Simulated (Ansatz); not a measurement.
C$_{4}$H$_{3}$F, SMILES `C=C=C=CF`. Charge 0, multiplicity 1. The structure was optimised at the PBE0-D4/def2-TZVP level.

```xyz
8

C     1.438    0.076   -1.341
C     0.479    0.030   -0.453
C    -0.444   -0.020    0.409
C    -1.427   -0.033    1.270
F    -1.414   -0.807    2.360
H     1.369    0.727   -2.206
H     2.327   -0.535   -1.234
H    -2.329    0.563    1.195
```

Problem. What is the dipole moment at B3LYP/def2-TZVPP? (Best estimate.)

Solution. Ansatz gave: 1.53 D, with components (0.11, 0.83, -1.28) D in this frame, pointing from negative to positive charge.

Problem. And with PBE, r2SCAN, ωB97M-V? (Best estimate.)

Solution. The calculation gave: PBE 1.34 D, r2SCAN 1.41 D, ωB97M-V 1.53 D.

Problem. Give the Mulliken charges with B3LYP, r2SCAN, ωB97M-V in def2-TZVPP. (An estimate is asked.)

Solution. The calculation gave: 
```json
{"atom": "C1", "B3LYP": "-0.21", "r2SCAN": "-0.19", "ωB97M-V": "-0.19"}
{"atom": "C2", "B3LYP": "0.01", "r2SCAN": "0.03", "ωB97M-V": "-0.02"}
{"atom": "C3", "B3LYP": "-0.07", "r2SCAN": "-0.08", "ωB97M-V": "-0.05"}
{"atom": "C4", "B3LYP": "0.06", "r2SCAN": "0.09", "ωB97M-V": "0.06"}
{"atom": "F5", "B3LYP": "-0.18", "r2SCAN": "-0.18", "ωB97M-V": "-0.18"}
{"atom": "H6", "B3LYP": "0.13", "r2SCAN": "0.11", "ωB97M-V": "0.12"}
{"atom": "H7", "B3LYP": "0.13", "r2SCAN": "0.11", "ωB97M-V": "0.13"}
{"atom": "H8", "B3LYP": "0.12", "r2SCAN": "0.11", "ωB97M-V": "0.12"}
```

B3LYP here is the variant with VWN-RPA as its local correlation; programs differ in this.
